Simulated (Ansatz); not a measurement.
## Relaxing CO2

All numbers below come from Ansatz, DFT r2SCAN, scalar-relativistic, plane waves, PAW.

The start is a database structure of CO2, space group P4_2/mnm (No. 136).

Input of the last, converged step (default PAW datasets):

```yaml
crystal:
  lattice:
    - [4.2757862373, 0.0, 0.0]
    - [0.0, 4.2757862373, 0.0]
    - [0.0, 0.0, 4.7271620713]
  atoms:
    - { symbol: C, position: [0.5, 0.5, 0.5] }
    - { symbol: C, position: [0.0, 0.0, 0.0] }
    - { symbol: O, position: [0.3080897199, 0.6919102801, 0.5] }
    - { symbol: O, position: [0.6919102801, 0.3080897199, 0.5] }
    - { symbol: O, position: [0.1919102801, 0.1919102801, 0.0] }
    - { symbol: O, position: [0.8080897199, 0.8080897199, 0.0] }
basis:
  ecutwfc: 500
kpoints:
  mp_grid: { grid: [6, 6, 6] }
hamiltonian:
  xc: r2scan
scf:
  occupations: { method: gaussian, width: 0.02 }
output:
  forces: true
  stress: true
  eigenvalues: true
relax:
  adjacent_minimum: "off"
  f_tol: 0.01
  max_steps: 80
  cell: { stress_tol: 0.05 }
```

Launched as:

```bash
ansatz run input.yaml --threads 1 --pin off --max-ram 2560MiB --backend cpu --events-out ev --progress --plain --runs-dir out
```

It took 57 s on 1 thread of Intel(R) Xeon(R) Platinum 8488C (Sapphire Rapids), on a shared host, peak memory 0.58 GiB.

End of the output:

```
SCF converged after 6 iterations
Free energy (F): -2775.407948 eV
Harris-Foulkes:  -2775.407948 eV  (|F-HF|=5.00e-12)
Internal energy: -2775.407948 eV  (E = F + TS)
E sigma→0 (E₀):  -2775.407948 eV
Fermi energy:    1.163750 eV
--- Per-component energies (eV) ---
  E_band       = -324.876480
  E_kinetic    = 874.065022
  E_local      = -2407.454985  (includes V_loc(G=0)·N_el)
  E_nonlocal   = 247.352257
  E_hartree    = 815.373388
  E_xc         = -378.717754
  E_vxc        = -544.741700  (∫ρ·V_xc dr)
  E_paw        = -842.668010  (= ΣΔE_a)
  E_vpaw       = -162.684075  (= ΣTr[D̂ρ^β])
  E_aug_tail   = 0.004118  (compensation charges beyond the density's cutoff)
  E_vtau       = 37.836103  (kinetic-family band-sum trace: ∫τ·v_τ [+ j·A + Jᵃ·Aᵃ] dr)
  E_ewald      = -1083.184673
  E_core_change = -0.177311  (= ΣΔE_core)
  E_smearing   =  0.000000  (= −TS)
  E_closure    =  0.000000  (closes the sum)
  Σ components = -2775.407948   (vs F -2775.407948, Δ=0.00e0)
--- Forces (eV/Å), atoms counted from 1 ---
  atom   1  C      0.00000000     0.00000000     0.00000000
  atom   2  C      0.00000000     0.00000000     0.00000000
  atom   3  O      0.00115087    -0.00115087     0.00000000
  atom   4  O     -0.00115087     0.00115087     0.00000000
  atom   5  O     -0.00115087    -0.00115087     0.00000000
  atom   6  O      0.00115087     0.00115087     0.00000000
  max |Σ_I F_I| component: 2.08e-17 eV/Å
--- Stress (GPa, compression-positive) ---
       -0.014690       0.000000       0.000000
        0.000000      -0.014690       0.000000
        0.000000       0.000000      -0.003335
  P = ⅓ Tr σ = -0.0109 GPa (-0.109 kbar)
--- Relaxed structure (6 steps of the walk, 6 accepted, 1 SCFs on fresh bases) ---
  F+E_penalty+E_count = -2775.40794811 eV   max|allowed force component| = 1.151e-3 eV/Å   (the final SCF, on the basis selected at the relaxed cell)
  cell:  # Å, volume = 88.5097 Å³
    - [4.369557, 0.000000, 0.000000]
    - [0.000000, 4.369557, 0.000000]
    - [0.000000, 0.000000, 4.635710]
  atoms:
    - { symbol: C, position: [0.5, 0.5, 0.5] }
    - { symbol: C, position: [0.000000, 0.000000, 0.000000] }
    - { symbol: O, position: [0.312228, 0.687772, 0.5] }
    - { symbol: O, position: [0.687772, 0.312228, 0.5] }
    - { symbol: O, position: [0.187772, 0.187772, 0.000000] }
    - { symbol: O, position: [0.812228, 0.812228, 0.000000] }
```

Total energies depend on the potentials used, so only differences within one code and one set of settings carry meaning.

The result has space group P4_2/mnm (No. 136). C has 2 O at 1.16 Å; O has 1 C at 1.16 Å.

Against the elements it lies at -1.356 eV/atom. Energies over the elements count from the elements' standard structures at the same level (O₂ as a molecule), with no empirical corrections.

Weakly bound directions are ill-defined at this level, which has no dispersion term.

Symmetry constrained the relaxation, so the result can be a saddle point.